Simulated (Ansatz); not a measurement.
System: diamond. Method: G0W0@PBE in Ansatz (hard PAW, contour deformation).

The cell has the measured lattice parameters. Conventional cell: a = 3.5670 Å, b = 3.5670 Å, c = 3.5670 Å, α = 90.00°, β = 90.00°, γ = 90.00°.

One run with a 12×12×12 mesh, response cutoff 100 eV and 47 empty bands, not extrapolated in mesh or basis; no spin–orbit coupling.

Highest filled and lowest empty level by k point (fractions of the reciprocal vectors of the cell (0.000 1.784 1.784) (1.784 0.000 1.784) (1.784 1.784 0.000) Å; eV from the valence maximum of each method):

| k | PBE filled | PBE empty | QP filled | QP empty |
|---|---|---|---|---|
| 0 0 0 | 0.00 | 5.60 | 0.00 | 7.15 |
| 0 0.25 0.417 | -4.94 | 5.56 | -5.34 | 6.81 |
| 0 0.25 -0.5 | -4.87 | 6.08 | ___ | ___ |
| 0 0.25 -0.333 | -3.84 | 7.19 | -4.17 | 8.49 |
| 0.0833 0.167 0.25 | -1.34 | 5.93 | -1.46 | 7.42 |
| 0.0833 0.167 -0.5 | -3.41 | 8.06 | -3.70 | 9.56 |
| 0.0833 0.25 -0.417 | -4.67 | 7.53 | -5.06 | 8.88 |
| 0.167 0.333 -0.417 | -5.59 | 8.67 | ___ | ___ |

**Question.** Estimate the withheld levels to about 0.1 eV.

**Answer.** 
- 0 0.25 -0.5, QP filled: -5.27
- 0 0.25 -0.5, QP empty: 7.30
- 0.167 0.333 -0.417, QP filled: -6.05
- 0.167 0.333 -0.417, QP empty: 10.11

Note: cell and atoms aren't relaxed at this level.

Ansatz is an electronic-structure program.
